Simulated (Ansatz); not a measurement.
We consider fcc Pb, described by PBE-D4 in Ansatz (PAW).

Numerical settings: plane-wave cutoff 520 eV, 20×20×20 k mesh, Fermi–Dirac smearing 0.05 eV, scalar-relativistic PAW data made under PBE.

A third-order Birch–Murnaghan fit to the energies gives V0 = 30.481 Å³/atom, B0 = 44.9 GPa, B′ = 5.1.

| V (Å³/atom) | P (GPa) |
|---|---|
| 28.654 | (withheld) |
| 29.263 | 2.03 |
| 29.873 | (withheld) |
| 30.483 | 0.00 |
| 31.092 | -0.85 |
| 31.702 | -1.60 |
| 32.312 | -2.27 |

Problem. Estimate the withheld pressures from this fit; the answers are the runs' own values.

Solution. 
- 28.654, P (GPa): 3.25
- 29.873, P (GPa): 0.95

The formula P = (3/2) B0 (x^(7/3) − x^(5/3)) [1 + (3/4)(B′ − 4)(x^(2/3) − 1)] with x = V0/V meets the computed pressures within 0.02 GPa when these rounded values are put in.

Measured, for comparison: bulk modulus 47 GPa (corrected for temperature and zero-point phonon effects; as tabulated in Levämäki et al. (2014), arXiv:1402.3671); equilibrium volume per atom 29.45 Å³/atom (low-temperature or extrapolated to 0 K; zero-point anharmonic expansion removed; as tabulated in Csonka et al. (2009), arXiv:0903.4037). Computed (rounded) less measured: bulk modulus -4 %, equilibrium volume per atom +3.5 %.

Spin–orbit coupling is not included; it can shift volumes and moduli of such heavy elements.

The computed numbers hold no vibrational or temperature effects.

Ansatz is a first-principles code.
